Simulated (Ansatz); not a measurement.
AlH8NSi, SMILES `[AlH3-][NH2+][SiH3]` from Hartree–Fock to CCSD(T)

```xyz
11

Al    1.236    0.335    1.101
N    -0.552   -0.441    0.406
Si   -0.765    0.001   -1.317
H     1.492    1.360   -0.112
H     2.129   -0.995    1.115
H     0.776    0.962    2.501
H    -0.523   -1.446    0.553
H    -1.296   -0.079    0.994
H    -1.949   -0.727   -1.847
H     0.454   -0.427   -2.031
H    -1.002    1.457   -1.363
```

The species carries charge 0 and has multiplicity 1. The geometry is a stationary point of PBE0-D4/def2-TZVP. Frozen core, restricted reference, Ansatz. CBS rows extrapolate triple and quadruple zeta; past MP2 they add the triple-zeta difference.

| basis | HF (Eh) | MP2 corr. | CCSD corr. | (T) | CCSD(T) total |
| --- | --- | --- | --- | --- | --- |
| def2-SVP | -589.76784 | -0.36597 | -0.42172 | -0.00906 | -590.19862 |
| def2-TZVPP | -590.02516 | -0.45550 | -0.50876 | -0.01520 | -590.54912 |
| def2-QZVPP | -590.04488 | -0.48745 | – | – | – |
| CBS(def2) | -590.04760 | -0.51112 | -0.56438 | as TZ | -590.62718 |
